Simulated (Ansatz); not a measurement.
`C=CCOC=O`, charge 0, multiplicity 1.

Task: Give a relaxed structure at PBE0-D4/def2-TZVP (Ansatz 0.2.0). (Best estimate.)

Result: Computed: 
Z-matrix (Å, degrees):
```
C
C 1 1.485
O 1 1.439 2 108.1
H 1 1.095 2 111.6 3 118.8
H 1 1.092 2 111.8 3 -120.4
C 2 1.324 1 123.6 3 126.9
H 2 1.087 1 116.0 3 -54.7
C 3 1.330 1 115.4 2 175.6
H 6 1.086 2 121.4 1 -2.1
H 6 1.084 2 121.5 1 177.5
O 8 1.196 3 125.9 1 0.2
H 8 1.100 3 109.2 1 -179.9
```
This is one stationary point; other conformers may exist.
